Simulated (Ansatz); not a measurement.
# C2HAl (singlet): from Hartree-Fock to the top rungs, cc-pVDZ

The task here is to estimate one member of a computed series from the others.

Computed with Ansatz 0.2.0, Gaussian basis. Level: cc-pVDZ, core rule «outside noble gas», up to 7 orbitals frozen.

The runs, in order: UHF; CCSD(T) on RHF; BCCD(T) on RHF; CISD; CCSDT(Q) on RHF; CASSCF and MRCISD+Q, 8 electrons in 8 orbitals; CASSCF and NEVPT2, 8 electrons in 8 orbitals.

18 further runs of the same task are left out: 8 that didn't finish, 10 set aside as unsound or not needed. Runs told in other sessions of the task aren't counted.

## The geometry

The geometry is a PBE0/def2-TZVP stationary point (not a proven minimum).

4 atoms, charge 0, spin multiplicity 1.

Atoms are counted from 1 here; the program's logs count them from 0.

Bond lengths: Al1–C3 1.968 Å, C2–C3 1.216 Å, C2–H4 1.067 Å. Angles: C3–C2–H4 180.0°, Al1–C3–C2 180.0°.

Set-up of the first run:

in.yaml reads:

```yaml
crystal:
  periodic: [false, false, false]
  atoms:
    - {symbol: Al, position_ang: [0.000000, 0.000000, 2.350575]}
    - {symbol: C, position_ang: [0.000000, 0.000000, -0.832925]}
    - {symbol: C, position_ang: [0.000000, 0.000000, 0.382775]}
    - {symbol: H, position_ang: [0.000000, 0.000000, -1.900425]}
basis:
  gaussian: {orbitals: cc-pVDZ}
magnetization: {spin_polarized: true, initial_magnetization: 0}
hamiltonian: {xc: hf}
output: {orbitals: {seedname: orbitals}}
```

Run with:

```console
ansatz run in.yaml --threads 1 --pin off --events-out ev --progress --plain --max-ram 2393MiB
```

Steps of the session up to this table: UHF; CCSD(T) on RHF; BCCD(T) on RHF; CISD; CCSDT(Q) on RHF; CASSCF and MRCISD+Q, 8 electrons in 8 orbitals; CASSCF and NEVPT2, 8 electrons in 8 orbitals.

One table of the session follows, with a row left open; its other results are not shown here.

```
           method  from RCCSDT(Q) (kJ/mol)
              RHF                   +870.5
             RMP2                   +107.8
             CISD                   +132.2
            RCCSD                    +41.9
         RCCSD(T)                     +5.0
          BCCD(T)                     +4.9
           RCCSDT                     +3.6
        RCCSDT(Q)                        0
  CASSCF frontier                        ?
  MRCISD frontier                    +56.8
MRCISD+Q frontier                     +5.1
```

Q: Estimate the row for CASSCF frontier from the others.

The run gave: from RCCSDT(Q) (kJ/mol): +557.7. In the column «from RCCSDT(Q) (kJ/mol)» it lies between CISD (+132.2) and RHF (+870.5).

Not comparable, so not listed: CASSCF and NEVPT2, 8 electrons in 8 orbitals (they don't share determinant, frozen orbitals or solution with the rows shown, or repeat one).

To keep in mind: Warnings in the runs' records: passed over end.
